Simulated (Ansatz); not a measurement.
**CH4BO+: single points off equilibrium**

One table from this session's results is given with a row withheld; the runs are named, their logs left out.

Program: Ansatz 0.2.0, Gaussian basis. Level of theory: single points in def2-TZVPP. These are calculated values, not measurements.

Cores are frozen in the correlated methods.

## The starting structure

SMILES `B1C[OH+]1`, 7 atoms, charge 1, spin multiplicity 1.

Atoms are counted from 1 here; the program's logs count them from 0.

Bond lengths: B1–C2 1.459 Å, B1–O3 1.412 Å, B1–H4 1.152 Å, C2–O3 1.455 Å, C2–H5 1.097 Å, C2–H6 1.119 Å, O3–H7 0.993 Å. Angles: C2–B1–O3 60.9°, C2–B1–H4 160.5°, O3–B1–H4 138.3°, B1–C2–O3 58.0°, B1–C2–H5 124.0°, B1–C2–H6 128.5°, O3–C2–H5 116.8°, O3–C2–H6 110.7°, H5–C2–H6 106.2°, B1–O3–C2 61.1°, B1–O3–H7 138.4°, C2–O3–H7 130.8°.

Geometry (Å):

```xyz
7

B    -0.8554   -0.2635   -0.3465
C     0.1214    0.6311    0.2643
O     0.3898   -0.7851    0.0685
H    -1.8498   -0.6529   -0.7797
H     0.7457    1.3356   -0.2997
H     0.2313    0.9099    1.3420
H     1.1718   -1.2481   -0.3320
```

Set-up of the first run:

Contents of run/in.yaml:

```yaml
crystal:
  periodic: [false, false, false]
  atoms:
    - {symbol: B, position_ang: [-0.855400, -0.263500, -0.346500]}
    - {symbol: C, position_ang: [0.121400, 0.631100, 0.264300]}
    - {symbol: O, position_ang: [0.389800, -0.785100, 0.068500]}
    - {symbol: H, position_ang: [-1.849800, -0.652900, -0.779700]}
    - {symbol: H, position_ang: [0.745700, 1.335600, -0.299700]}
    - {symbol: H, position_ang: [0.231300, 0.909900, 1.342000]}
    - {symbol: H, position_ang: [1.171800, -1.248100, -0.332000]}
basis:
  gaussian: {orbitals: def2-TZVPP}
total_charge: 1
correlation: {method: ccsd_t}
output: {forces: true}
```

The command line of these runs was not kept.

Steps of the session up to this table: CCSD(T)/def2-TZVPP; PBE0-D4/def2-TZVPP; wB97M-V/def2-TZVPP; r2SCAN-D4/def2-TZVPP; PBE-D4/def2-TZVPP; SPW92/def2-TZVPP; r2SCANh-D4/def2-TZVPP.

One table of the session follows, with a row left open; its other results are not shown here.

| method | RMS force component (eV/Å) | angle to CCSD(T) forces (°) |
| --- | --- | --- |
| CCSD(T) | 1.404 | reference |
| PBE0-D4 | 1.173 | 5.7 |
| wB97M-V | 1.281 | 2.6 |
| r2SCAN-D4 | 1.245 | 4.5 |
| PBE-D4 | 1.195 | 7.6 |
| SPW92 | ? | ? |
| r2SCANh-D4 | 1.233 | 5.0 |

Estimate the missing values for SPW92.

**Answer.** RMS force component (eV/Å): 0.895; angle to CCSD(T) forces (°): 17.4. In the column «RMS force component (eV/Å)» it is the lowest.
